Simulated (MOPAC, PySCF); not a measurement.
C$_{3}$H$_{4}$, SMILES `C#CC`, neutral singlet in the gas phase. 

Cartesian coordinates (Å):
```xyz
7

C      1.7052     0.0036    -0.1049
C      0.5024     0.0010    -0.1171
C     -0.9463    -0.0021    -0.1319
H      2.7681     0.0059    -0.0941
H     -1.3265    -0.2531    -1.1253
H     -1.3428    -0.7347     0.5756
H     -1.3420     0.9791     0.1421
```
Charge 0, spin multiplicity 1.

All levels are single points at this geometry (r2SCAN-D4/def2-TZVP); Pople sets use spherical d functions. Orbital energies aren't observables, and empty levels follow the basis.

```tsv
level	HOMO (eV)	LUMO (eV)	gap (eV)	dipole (D)	vertical IE, Delta-SCF (eV)
PBE-D3(BJ)/def2-TZVP in PySCF	-6.47	0.25	6.72	0.87	10.22
r2SCAN-D4/def2-TZVP in PySCF	-6.69	0.60	7.29	0.88	10.14
B3LYP/3-21G in PySCF	-7.25	1.83	9.07	0.73	–
B3LYP/6-31G* in PySCF	-7.06	1.73	8.79	0.68	10.07
BP86/6-31G* in PySCF	-6.15	0.77	6.92	0.73	–
M06-2X/6-31G* in PySCF	-8.67	2.94	11.61	0.67	–
PBE/6-31G* in PySCF	-6.05	0.87	6.92	0.73	10.02
HF/3-21G in PySCF	-10.41	6.16	16.56	0.70	–
HF/6-31G* in PySCF	-10.24	6.04	16.28	0.63	8.91
HF/STO-3G in PySCF	-8.81	10.77	19.58	0.47	–
AM1 in MOPAC	-10.76	1.95	12.71	0.40	–
PM3 in MOPAC	-10.85	1.88	12.72	0.37	–
PM6 in MOPAC	-10.76	1.93	12.69	1.09	–
```
